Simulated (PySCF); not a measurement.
CH2N2.
Atom-mapped SMILES: `[N:1]#[C:2][NH2:3]` (hydrogens: H4, H5 on N3)

An MMFF94s structure was refined with PBE0-D3(BJ)/def2-SVP geometry optimisation, gas phase in PySCF 2.14.0. Its MMFF94s values:

```json
{"coordinate": "N1≡C2", "MMFF94s": "1.155 Å"}
{"coordinate": "C2–N3", "MMFF94s": "1.334 Å"}
{"coordinate": "N3–H4", "MMFF94s": "1.024 Å"}
{"coordinate": "N1–C2–N3", "MMFF94s": "179.1°"}
{"coordinate": "C2–N3–H4", "MMFF94s": "119.6°"}
{"coordinate": "H4–N3–H5", "MMFF94s": "112.7°"}
```

**Question.** How do these coordinates change at the PBE0-D3(BJ)/def2-SVP level?

**Answer.** 
| coordinate | PBE0-D3(BJ)/def2-SVP (Å or °) | change |
| --- | --- | --- |
| N3–H4 | 1.014 | -0.010 |
| N1≡C2 | 1.162 | +0.007 |
| C2–N3 | 1.335 | +0.001 |
| C2–N3–H4 | 115.9 | -3.7 |
| N1–C2–N3 | 177.5 | -1.6 |
| H4–N3–H5 | 114.0 | +1.3 |

The energy falls by 0.026 eV over 6 energy and gradient evaluations, the largest force component goes from 0.0236 to 2.6e-04 Eh/bohr, and the atoms move by 0.031 Å rms after alignment. Among the bonds, N3–H4 and N3–H5 change most and about equally (-0.010 Å). Bonds longer at the end by more than 0.005 Å: 1 of 4; shorter: 2. Rotational constants go from 319386, 10184, 9915 to 309840, 10191, 9933 MHz.

The run used 52 basis functions and 43 SCF cycles in all. The run took 6.7 s of wall time on one thread, Arm Neoverse N1 (aarch64), no GPU (shared host), and the process peaked at 0.25 GiB of memory.

PBE0-D3(BJ)/def2-SVP frequencies: not computed here.
